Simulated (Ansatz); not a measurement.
Process, species as SMILES: C=CCl → [CH]=CCl + H atom
B3LYP-D3(BJ)/def2-TZVP geometries, fixed; electronic energies without zero-point terms.

Basis-set convergence of the bond dissociation energy at B3LYP with Ansatz (an electronic-structure program). All functions are spherical. The program fits the integrals of some runs and decomposes those of others, by size. Open shells are unrestricted. No added dispersion term, no relativity. Functions are those of the species that has most. Reference: the value in aug-pcseg-3, 116.91 kcal/mol, itself unsure by roughly 0.01 kcal/mol (its mean distance from aug-cc-pV(Q+d)Z, def2-QZVPPD, pcseg-3). Deviations are taken from unrounded values.

```
basis            functions  bond dissociation energy (kcal/mol)  minus reference (kcal/mol)
---------------  ---------  -----------------------------------  --------------------------
cc-pV(D+d)Z             66                               115.95                       -0.96
aug-cc-pV(D+d)Z        105                               116.06                       -0.84
cc-pV(T+d)Z            141                               116.95                        0.04
jun-cc-pV(T+d)Z        168                               116.87                       -0.04
aug-cc-pV(T+d)Z        216                               116.80                       -0.11
cc-pV(Q+d)Z            264                               116.93                        0.03
aug-cc-pV(Q+d)Z        387                               116.90                       -0.01
```

The smallest set listed that lies within 0.5 kcal/mol of the reference with all its larger relatives (same family, alike in diffuse functions; a set with none counts only in the reference's own line) is cc-pV(T+d)Z (141 functions, 0.04 kcal/mol off).
